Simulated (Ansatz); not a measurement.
Ideal-gas functions of C$_{2}$H$_{5}$NO (`C/C=N/O`) at 600 K and 1 bar, from an Ansatz frequency run at PBE0-D4/def2-TZVP.

Molar mass 59.07 g/mol, point group Cs (symmetry number 1), electronic degeneracy 1, moments of inertia 10.779, 117.769, 125.429 u Å². Harmonic wavenumbers (cm⁻¹, unscaled): 206, 293, 328, 417, 575, 918, 922, 1049, 1079, 1160, 1292, 1393, 1448, 1469, 1476, 1764, 3046, 3103, 3107, 3157, 3866.

Use S(trans) = R[1.5 ln M + 2.5 ln T − 1.1517]; rotational temperatures θ = 24.2544 K / I; S(rot) = R[ln(√π/σ · √(T³/θAθBθC)) + 1.5]; for each mode x = 1.438777 ν̃/T, S = R[x/(eˣ − 1) − ln(1 − e⁻ˣ)] and H = RT x/(eˣ − 1); 1 cm⁻¹ = 0.0119627 kJ/mol; R = 8.31446 J/(mol·K).

Problem. By hand: the entropy, in J/(mol·K).

Solution. Translation 174.3. Rotation: θ = 2.2502, 0.2059, 0.1934 K, giving 107.0. Vibration, mode by mode: 14.26, 11.42, 10.52, 8.65, 6.27, 3.25, 3.23, 2.54, 2.40, 2.06, 1.60, 1.32, 1.19, 1.14, 1.12, 0.64, 0.05, 0.04, 0.04, 0.04, 0.01, in all 71.8. Electronic 0.0. Sum 353.1 J/(mol·K).

Problem. By hand: H − E and G − E in kJ/mol, counted from the electronic energy.

Solution. Zero-point energy ½ × 32068 × 0.0119627 = 191.8; thermal vibration 25.0; translation, rotation and pV give 4 RT = 20.0. H − E = 236.8 kJ/mol, and G − E = 236.8 − 600 × 353.1/1000 = 24.9 kJ/mol.

Vibration gives 20 % of the entropy. The sum counts one conformer and one mirror image; others add a mixing term.
